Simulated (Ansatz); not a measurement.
A nudged elastic band was laid between two geometries of Cl2H2Si (5 atoms, charge 0, multiplicity 1).

Method: RKS PBE/def2-SVP (Ansatz 0.2.0).

```yaml
movable_images: 7
climbing_image: yes
spring: 5.0 eV/Å²
optimiser: quadratic models (default)
start_path: through a guess of the saddle point
force_threshold: 0.05 eV/Å
iteration_limit: 60
end_points: relaxed
```

Initial state:

```xyz
5
Properties=species:S:1:pos:R:3
Si 0.229 0.000 0.162
H 0.192 0.000 1.657
H 1.626 0.000 -0.371
Cl -0.736 1.700 -0.521
Cl -0.736 -1.700 -0.521
```

Final state:

```xyz
5
Properties=species:S:1:pos:R:3
Si -0.135 0.001 -1.275
H 1.391 0.007 1.753
H 1.923 -0.005 1.197
Cl -1.303 1.639 -0.629
Cl -1.300 -1.641 -0.638
```

Task: What changes between the two ends?

Result: Bonds broken: Si1–H2, Si1–H3. Bonds formed: H2–H3. Cl2H2Si becomes Cl2Si + H2.

Task: Give the energies along the band, and the barrier.

Result: The forces met the threshold. The highest image is number 3 of 0 to 8, 278.9 kJ/mol above the first end and 134.3 kJ/mol above the last; the last end lies 144.6 kJ/mol above the first. Neighbouring images differ by up to 1.4 eV, so the band resolves the path poorly. A vibrational analysis at the climbing image gives one clearly imaginary mode, 1282i cm⁻¹: a first-order saddle point. The orbitals stay closed-shell, which can raise the energy where a bond breaks towards radicals; this wasn't checked here.

```json
{"image": "0", "path coordinate (Å)": "0.00", "energy (kJ/mol)": "0.0", "Si1–H2 (Å)": "1.50", "Si1–H3 (Å)": "1.50", "H2–H3 (Å)": "2.48"}
{"image": "1", "path coordinate (Å)": "0.42", "energy (kJ/mol)": "41.6", "Si1–H2 (Å)": "1.46", "Si1–H3 (Å)": "1.48", "H2–H3 (Å)": "2.07"}
{"image": "2", "path coordinate (Å)": "0.85", "energy (kJ/mol)": "173.8", "Si1–H2 (Å)": "1.52", "Si1–H3 (Å)": "1.47", "H2–H3 (Å)": "1.63"}
{"image": "3", "path coordinate (Å)": "1.27", "energy (kJ/mol)": "278.9", "Si1–H2 (Å)": "1.74", "Si1–H3 (Å)": "1.52", "H2–H3 (Å)": "1.22"}
{"image": "4", "path coordinate (Å)": "1.67", "energy (kJ/mol)": "199.5", "Si1–H2 (Å)": "2.00", "Si1–H3 (Å)": "1.76", "H2–H3 (Å)": "0.86"}
{"image": "5", "path coordinate (Å)": "2.06", "energy (kJ/mol)": "157.6", "Si1–H2 (Å)": "2.43", "Si1–H3 (Å)": "2.20", "H2–H3 (Å)": "0.78"}
{"image": "6", "path coordinate (Å)": "2.45", "energy (kJ/mol)": "148.3", "Si1–H2 (Å)": "2.80", "Si1–H3 (Å)": "2.62", "H2–H3 (Å)": "0.77"}
{"image": "7", "path coordinate (Å)": "2.85", "energy (kJ/mol)": "145.2", "Si1–H2 (Å)": "3.16", "Si1–H3 (Å)": "3.00", "H2–H3 (Å)": "0.77"}
{"image": "8", "path coordinate (Å)": "3.24", "energy (kJ/mol)": "144.6", "Si1–H2 (Å)": "3.39", "Si1–H3 (Å)": "3.22", "H2–H3 (Å)": "0.77"}
```

Task: What is the geometry of the highest image?

Result: 
```xyz
5
Properties=species:S:1:pos:R:3
Si 0.282 0.000 -0.470
H 0.574 0.000 1.241
H 1.497 0.000 0.437
Cl -0.888 1.724 -0.400
Cl -0.888 -1.724 -0.400
```

Run time: 100 s on 1 thread of Arm Neoverse V1, with other jobs on the host, peak memory 0.11 GiB.
